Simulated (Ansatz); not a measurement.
We consider YCrO3 (Pnma, No. 62; cell taken from a computed entry), described by PBE0 (Ansatz, an electronic-structure program, plane waves, PAW).

Numerical settings: plane-wave cutoff 460 eV, 4×4×4 k mesh, Fermi–Dirac smearing 0.01 eV, spin-polarised start, scalar-relativistic PAW data made under PBE.

Cell (relaxed with PBEsol):

```xyz
20
Lattice="5.5207 0.0000 0.0000 0.0000 7.4862 0.0000 0.0000 0.0000 5.1942" Properties=species:S:1:pos:R:3 pbc="T T T"
Y      5.1311     5.6146     2.6995
Y      0.3897     1.8715     2.4947
Y      3.1500     1.8715     0.1024
Y      2.3707     5.6146     5.0918
Cr     0.0000     3.7431     0.0000
Cr     2.7604     3.7431     2.5971
Cr     2.7604     0.0000     2.5971
Cr     0.0000     0.0000     0.0000
O      2.5606     1.8715     3.1583
O      2.9602     5.6146     2.0359
O      0.1998     5.6146     0.5612
O      5.3209     1.8715     4.6330
O      1.6706     3.3315     0.9966
O      3.8502     4.1546     4.1976
O      1.0898     4.1546     3.5937
O      4.4309     3.3315     1.6005
O      4.4309     0.4116     1.6005
O      1.0898     7.0746     3.5937
O      3.8502     7.0746     4.1976
O      1.6706     0.4116     0.9966
```

Question: What does this level give for the band gap?

Answer: 
- band gap: 4.91 eV (on the SCF k mesh)

Note: the magnetic order was assumed, not searched for or taken from measurement; cell and atoms aren't relaxed at this level (pressure 2.9 GPa).

Spin–orbit coupling is not included.

Computed values are for the static lattice.
